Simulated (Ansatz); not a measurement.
Consider the isomerisation: `C=NCNC` → `C/N=C/NC`.

Isolated molecules relaxed with PBE0-D4/def2-TZVP in Ansatz; ΔE leaves out vibrations. CCSD(T)/CBS is the MP2 limit (def2-TZVPP, def2-QZVPP) plus CCSD(T) − MP2 in def2-TZVPP, frozen cores. Each species was taken in one conformer, which may not be the lowest.

```tsv
species	MP2/def2-QZVPP energy (Eh)
`C=NCNC`	-228.20369
`C/N=C/NC`	-228.22631
```

(1) Work out ΔE.

Largest T1 diagnostic among the species: 0.012.

Results:

(1) ΔE = (-228.22631) − (-228.20369) = -0.02262 Eh = -59.4 kJ/mol. CCSD(T)/CBS gives -53.8 kJ/mol.
